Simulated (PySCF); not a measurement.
# Two structures, one formula

The two ends of one reaction step of BH2ClO, singlet (PBE0-D4/def2-TZVP).

A:

```
5
angstrom
B -0.1234 0.2114 -0.3433
Cl 0.8626 1.4371 0.4596
O -0.2953 -1.0013 0.1995
H 0.1601 -1.1204 1.0396
H -0.6398 0.4725 -1.3817
```

B:

```tsv
atom	x (Å)	y (Å)	z (Å)
B1	-0.7365	0.2227	-1.2823
Cl2	1.3247	-0.2861	2.5618
O3	-0.2371	-0.0820	-0.2361
H4	0.6886	-0.2312	1.4388
H5	-1.2260	0.5178	-2.3053
```

PySCF 2.14 with density fitting (its default auxiliary sets; JK sets also for MP2 and CCSD(T)); basis: def2-TZVPP; cores frozen in the correlated methods. B3LYP uses VWN-RPA correlation.

Question: Which structure is lower at CCSD(T), and by how much? (To be estimated.)

Answer: By the calculation: A, by 29.04 kcal/mol (electronic energy, against the other). By their contacts, A is BH₂ClO ([OH][BH][Cl]) and B is a complex of BHO ([BH][O]) + HCl.

All methods give the same order:

| method | E(B) − E(A) (kcal/mol) |
| --- | --- |
| SPW92 | 36.63 |
| PBE-D4 | 30.67 |
| r2SCAN-D4 | 32.67 |
| PBE0-D4 | 33.80 |
| B3LYP-D4 | 28.62 |
| BHLYP-D4 | 32.05 |
| wB97M-V | 30.75 |
| HF | 31.33 |
| MP2 | 28.59 |
| CCSD | 29.71 |
| CCSD(T) | 29.04 |

T1 diagnostic: at most 0.016.

Labels in which every atom is bracketed show which atoms are joined, not bond orders.

For scale, one of the runs: CCSD(T)/def2-TZVPP, 132 basis functions, launched by `OMP_NUM_THREADS=4 python run.py`. Time: 57 s of wall clock on 4 CPU threads of an Arm Neoverse V1; the host was shared. Peak host memory: 0.72 GiB.
